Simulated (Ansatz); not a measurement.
**AlSiH₃ (triplet): wave-function methods side by side at distance Al1–H4 along a hydrogen transfer = 1.586 Å, cc-pVTZ**

One table from this session's results is given with a row withheld; the runs are named, their logs left out.

Method: cc-pVTZ, core rule «outside noble gas», up to 10 orbitals frozen; program: Ansatz 0.2.0, Gaussian basis.

To be run: UHF; CCSD(T) on ROHF; CCSD(T) on UHF; BCCD(T) on ROHF; CISD; CCSDT(Q) on ROHF; CCSDT(Q) on UHF; CASSCF and NEVPT2, 4 electrons in 4 orbitals.

5 further runs of the same task are left out: 5 for a known fault of the program.

## The system

The geometry derives from fragments relaxed apart (PBE0/def2-TZVP) and kept rigid, so it is no stationary point. A hydrogen atom is moved between rigid fragments.

5 atoms, charge 0, spin multiplicity 3.

Atoms are counted from 1 here; the program's logs count them from 0.

Bond lengths: Al1–H2 1.586 Å, Al1–H3 1.586 Å, Al1–H4 1.586 Å. Angles: H2–Al1–H3 120.0°, H2–Al1–H4 120.0°, H3–Al1–H4 120.0°.

The first run:

in.yaml

```yaml
crystal:
  periodic: [false, false, false]
  atoms:
    - {symbol: Al, position_ang: [-1.871050, 0.000000, 0.000000]}
    - {symbol: H, position_ang: [-2.663973, 1.373384, 0.000000]}
    - {symbol: H, position_ang: [-2.663973, -1.373384, 0.000000]}
    - {symbol: H, position_ang: [-0.285202, 0.000000, 0.000000]}
    - {symbol: Si, position_ang: [1.998950, 0.000000, 0.000000]}
basis:
  gaussian: {orbitals: cc-pVTZ}
magnetization: {spin_polarized: true, initial_magnetization: 2}
hamiltonian: {xc: hf}
output: {orbitals: {seedname: orbitals}}
```

Started as:

```
$ ansatz run in.yaml --threads 1 --pin off --events-out ev --progress --plain --max-ram 4096MiB --backend cpu
```

Steps of the session up to this table: UHF; CCSD(T) on ROHF; CCSD(T) on UHF; BCCD(T) on ROHF; CISD; CCSDT(Q) on ROHF; CCSDT(Q) on UHF; CASSCF and NEVPT2, 4 electrons in 4 orbitals.

One of the session's tables, all rows but one given; the rest of the session is left out.

| method | from UCCSDT(Q) (meV) |
| --- | --- |
| ROHF | +5642.9 |
| UHF | ? |
| RMP2 | +1276.4 |
| UMP2 | +1291.3 |
| CISD | +612.0 |
| RCCSD | +184.3 |
| UCCSD | +179.1 |
| RCCSD(T) | +41.7 |
| UCCSD(T) | +40.7 |
| BCCD(T) | +41.5 |
| RCCSDT | +6.2 |
| UCCSDT | +4.8 |
| RCCSDT(Q) | +1.3 |
| UCCSDT(Q) | 0 |

Q: Estimate the row for UHF from the others.

The run gave: from UCCSDT(Q) (meV): +5519.7. In the column «from UCCSDT(Q) (meV)» it lies between UMP2 (+1291.3) and ROHF (+5642.9).

Limits of these values: Left out of the table: CASSCF pair, NEVPT2 pair (the active space lost an orbital or holds another state than full CI finds). Restricted and unrestricted rows rest on different reference determinants; where their highest levels disagree by more than a few hundredths of an eV, they describe different states and don't form one ladder. Warnings in the runs' records: passed over end.
